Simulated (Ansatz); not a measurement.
C2H6FNO (`NCOCF`), relaxed with RKS PBE-D4/def2-SVP in the Gaussian-basis code of Ansatz from a rough embedded geometry. The force threshold is 0.03 eV/Å; the program also tests the step.

The species carries charge 0 and has multiplicity 1.

Start:

```xyz
11

N     1.867    0.532    0.020
C     0.580    0.254    0.453
O    -0.120   -0.196   -0.681
C    -1.540   -0.460   -0.258
F    -1.521   -1.397    0.663
H     1.821    1.227   -0.773
H     2.281   -0.277   -0.378
H     0.614   -0.519    1.269
H     0.078    1.184    0.875
H    -2.049   -0.827   -1.203
H    -2.011    0.478    0.012
```

Question: How much energy does the relaxation release, and in how many steps? (An estimate is asked.)

Answer: Computed: 55.65 kJ/mol, in 6 steps, 1 of them rejected.

Question: Which bonds change most? (Estimate.)

Answer: Computed: O3–C4 from 1.506 to 1.371 Å; C4–F5 from 1.314 to 1.395 Å; C2–O3 from 1.406 to 1.456 Å; C4–H11 from 1.084 to 1.121 Å.

Question: Give the relaxed structure. (Best estimate.)

Answer: The calculation gave: 
```xyz
11

N     1.910    0.585   -0.003
C     0.593    0.286    0.429
O    -0.219   -0.284   -0.637
C    -1.534   -0.480   -0.300
F    -1.690   -1.527    0.608
H     1.897    1.227   -0.805
H     2.400   -0.266   -0.301
H     0.626   -0.438    1.271
H     0.085    1.214    0.788
H    -2.082   -0.743   -1.231
H    -1.987    0.426    0.182
```
